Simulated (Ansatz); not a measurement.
# BH₂F: up Jacob's ladder to CCSD(T)

The task here is to estimate one member of a computed series from the others.

Method: functionals in def2-TZVPP, the program's frozen cores in correlated methods; program: Ansatz 0.2.0, Gaussian basis.

Plan: LDA (SPW92), PBE-D4, revPBE-D4, BLYP-D4, r2SCAN-D4, B97M-V, PBE0-D4, B3LYP-D4, r2SCANh-D4, r2SCAN0-D4, HSE06-D4, BHLYP-D4, CAM-B3LYP-D4, LC-ωPBE, ωB97X-V, ωB97M-V, B2PLYP, PBE-QIDH; CCSD(T)/def2-SVP; CCSD(T)/def2-TZVPP; CCSD(T)/def2-QZVPP; extrapolation to the limit; RPA on PBE.

## The relaxed structure

The geometry comes from an earlier relaxation with PBE0-D4 in a triple-zeta def2 set; it is a stationary point.

4 atoms, charge 0, spin multiplicity 1.

Atoms are counted from 1 here; the program's logs count them from 0.

Bond lengths: B1–F2 1.317 Å, B1–H3 1.197 Å, B1–H4 1.198 Å. Angles: F2–B1–H3 117.8°, F2–B1–H4 117.8°, H3–B1–H4 124.4°.

The first run:

The input, in.yaml:

```yaml
crystal:
  periodic: [false, false, false]
  atoms:
    - {symbol: B, position_ang: [-0.027251, -0.003983, -0.030836]}
    - {symbol: F, position_ang: [1.061163, -0.296704, 0.649862]}
    - {symbol: H, position_ang: [-1.012481, -0.649130, 0.186214]}
    - {symbol: H, position_ang: [0.034170, 0.889617, -0.825640]}
basis:
  gaussian: {orbitals: def2-TZVPP}
hamiltonian: {xc: lda}
output: {orbitals: {seedname: orbitals}}
```

Steps of the session up to this table: LDA; PBE-D4 (GGA); revPBE-D4 (GGA); BLYP-D4 (GGA); r2SCAN-D4 (meta-GGA); B97M-V (meta-GGA); PBE0-D4 (hybrid); B3LYP-D4 (hybrid); r2SCANh-D4 (hybrid); r2SCAN0-D4 (hybrid); HSE06-D4 (hybrid); BHLYP-D4 (hybrid); CAM-B3LYP-D4 (range-separated); LC-ωPBE-D4 (range-separated; the results give it without D4); ωB97X-V (range-separated); ωB97M-V (range-separated); B2PLYP (double hybrid); PBE-QIDH (double hybrid).

One table of the session follows, with a row left open; its other results are not shown here.

It belongs to the step «Orbital energies across the functionals». 

```
  functional  HOMO (eV)  gap (eV)
 LDA (SPW92)      -7.78      5.25
      PBE-D4      -7.74      5.51
   revPBE-D4      -7.71      5.60
     BLYP-D4      -7.72      5.59
   r2SCAN-D4      -8.10      6.33
      B97M-V      -8.20      6.25
     PBE0-D4      -9.32      8.16
    B3LYP-D4          ?         ?
  r2SCANh-D4      -8.68      7.28
  r2SCAN0-D4      -9.56      8.69
    HSE06-D4      -8.91      7.36
    BHLYP-D4     -10.89     10.72
CAM-B3LYP-D4     -10.85     10.75
     LC-ωPBE     -12.20     13.39
     ωB97X-V     -11.85     12.94
     ωB97M-V     -11.70     12.48
```

Q: Estimate the row for B3LYP-D4 from the others.

Worked estimate for «HOMO (eV)». Against the share of exact exchange, BLYP-D4 (0, -7.72), BHLYP-D4 (0.5, -10.89) give a slope of -6.34 per unit share; at 0.2 the line stands at -8.99.

The run gave: HOMO (eV): -9.14; gap (eV): 7.69. In «HOMO (eV)» the line misses by +0.15.
